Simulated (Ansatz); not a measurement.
**Chalcopyrite CdGeAs2**

Level of theory: LDA (PAW; Ansatz, an electronic-structure program).

Run with plane-wave cutoff 520 eV, 8×8×8 k mesh, Fermi–Dirac smearing 0.01 eV, scalar-relativistic PAW data made under PBE.

Cell (relaxed at this level):

```cif
data_As4Cd2Ge2
_chemical_formula_sum 'Cd2 Ge2 As4'
_space_group_name_H-M_alt 'P 1'
_space_group_IT_number 1
_cell_length_a 6.98188
_cell_length_b 6.98188
_cell_length_c 6.98188
_cell_angle_alpha 130.246
_cell_angle_beta 130.246
_cell_angle_gamma 73.014
loop_
_space_group_symop_operation_xyz
  'x, y, z'
loop_
_atom_site_label
_atom_site_type_symbol
_atom_site_fract_x
_atom_site_fract_y
_atom_site_fract_z
_atom_site_occupancy
Cd1 Cd 0.00000 0.00000 0.00000 1
Cd2 Cd 0.75000 0.25000 0.50000 1
Ge1 Ge 0.50000 0.50000 0.00000 1
Ge2 Ge 0.25000 0.75000 0.50000 1
As1 As 0.87500 0.85098 0.47598 1
As2 As 0.14902 0.62500 0.02402 1
As3 As 0.37500 0.39902 0.52402 1
As4 As 0.60098 0.12500 0.97598 1
```

```json
{
  "bulk_modulus": "65.7 GPa",
  "band_gap": "zero (no gap)",
  "pressure derivative B′ of the bulk modulus": "4.7"
}
```

Measured, for comparison: band gap 0.57 eV (temperature not stated, no zero-point or thermal correction, direct; as tabulated in Rashkeev et al. (1999), arXiv:cond-mat/9809378); bulk modulus 69.9 GPa (temperature not stated, no zero-point or thermal correction; as tabulated in Toher et al. (2017), arXiv:1611.05714). Computed (rounded) less measured: bulk modulus -6 %.

Note: the gap of the solid is closed in this run; this level leaves the solid without a gap, although one is measured; the bulk modulus comes from volumes at which shape and atoms were relaxed.

Spin–orbit coupling is not included.

It cost around 40 core-minutes (rough) of CPU time.
